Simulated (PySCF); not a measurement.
PH₃.
SMILES: `P`

Method: PySCF 2.14.0, PBE0-D3(BJ)/def2-SVP geometry optimisation, gas phase.

Masses are those of the commonest isotopes; rigid-rotor values at the optimised geometry. 

(1) What are A, B and C (MHz)?

(2) What kind of rotor is it?

(3) Is it planar, by Δ = Ic − Ia − Ib?

(4) Give the other two planar moments, Paa and Pbb, and the rms extents of the mass along the axes.

(5) Where do the R-branch lines fall?

(6) Estimate the classical rotational partition function at 298.15 K.

Answers

(1) Ia = 3.84, Ib = 3.84, Ic = 4.33 u·Å²; 505379 MHz·u·Å²/I gives A = 131470, B = 131450, C = 116795 MHz.

(2) An oblate symmetric top, as the point group C3v requires two equal moments; the computed ones differ by 0.02 % because the geometry is symmetric only within the optimiser's tolerance; Ray's κ = 0.997.

(3) Not planar: Δ = Ic − Ia − Ib = -3.36 u·Å². For a rigid frame Δ = −2 Σ m c², so Σ m c² = 1.68 u·Å² lies off the ab plane: 1.53 from hydrogen and 0.15 from heavier atoms. The atom farthest from that plane is 0.71 Å away.

(4) Paa = Σ m a² = (Ib + Ic − Ia)/2 = 2.16 and Pbb = Σ m b² = (Ia + Ic − Ib)/2 = 2.16 u·Å². With the mass M = 34.00 u, the rms extents √(P/M) along a, b and c are 0.25, 0.25, 0.22 Å.

(5) The dipole of 0.91 D lies along the symmetry axis, so ΔK = 0 and J+1 ← J falls at 2B(J+1) for every K: 262.92 GHz, 525.84 GHz, 788.76 GHz, 1051.68 GHz, 1314.60 GHz for J = 0 to 4.

(6) Point group C3v, symmetry number σ = 3; q = (√π/σ)·√((kT/h)³/(ABC)), k/h = 20836.6 MHz/K: 204 at 298.15 K.

Not checked by PBE0-D3(BJ)/def2-SVP frequencies. Constants of a rigid frame at the computed geometry: no zero-point averaging, no centrifugal distortion.

The run took 0.99 s of wall time on one thread of an Arm Neoverse V2, no GPU, shared host with 96 logical CPUs at a one-minute load of 42, and the process peaked at 0.24 GiB of memory. That covers the optimisation of the geometry.
